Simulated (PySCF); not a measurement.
Point groups of optimised structures. The calculation used PBE0-D3(BJ)/def2-SVP geometry optimisation, gas phase in PySCF 2.14.0. The symmetry is that of the one conformer found, every atom within 0.08 Å of its image; none is proved a minimum here. The geometries of the anions come from a basis without diffuse functions.

(1) Point group, rotor type and polarity of `[F][Cr][F]` [quintet]?

(2) Point group, rotor type and polarity of `[Cl][GaH][Br]`?

(3) What symmetry has `[H][Mn]` [septet]?

(4) Point group, rotor type and polarity of `[H][Ga]([H])[H]`?

(5) Point group, rotor type and polarity of H2BO, `B[O]` [radical]?

(6) Point group, rotor type and polarity of beryllium trimer, `[Be]1[Be][Be]1`?

(7) What symmetry has `[CH3:1][C:2]1=[CH:3][CH:4]=[CH:5][S:6]1(=[O:7])=[O:8]` with H–C1–C2–C3 0° (nearest H)?

(8) Point group, rotor type and polarity of [Ga(NH2)4]-, `[Ga-]([NH2])([NH2])([NH2])[NH2]`?

## Answers

(1) D∞h; linear; symmetry number 2; dipole forbidden by symmetry (computed 0.01 D).

(2) Cs; near-prolate asymmetric top; symmetry number 1; 2 operations, which sort the 4 atoms into 4 sets; dipole 1.57 D, in the ab plane, which is the mirror; A, B, C = 8544, 1368, 1180 MHz.

(3) C∞v; linear; symmetry number 1; dipole 1.92 D, along the axis.

(4) D3h; oblate symmetric top; symmetry number 6; 12 operations, which sort the 4 atoms into 2 sets; dipole forbidden by symmetry (computed 0.01 D).

(5) C2v; near-prolate asymmetric top; symmetry number 2; 4 operations, which sort the 4 atoms into 3 sets; dipole 1.34 D, along a, the twofold axis; A, B, C = 223529, 35608, 30715 MHz.

(6) D3h; oblate symmetric top; symmetry number 6; 12 operations, which sort the 3 atoms into 1 set; dipole forbidden by symmetry (computed 0.00 D); A, B, C = 22909, 22859, 11442 MHz.

(7) Cs; asymmetric top; symmetry number 1; 2 operations, which sort the 14 atoms into 12 sets; dipole 4.51 D, in the ab plane, which is the mirror; A, B, C = 2318, 2192, 1472 MHz; heavy atoms equivalent by symmetry: O7/O8.

(8) S4; prolate symmetric top; symmetry number 2; 4 operations, which sort the 13 atoms into 4 sets; dipole about the centre of mass forbidden by symmetry (computed 0.02 D); A, B, C = 3036, 2903, 2884 MHz.

For an open-shell metal species like this, the optimisation's SCF solution wasn't tested for stability and no frequencies at its level were run, so a lower state or another shape may exist.
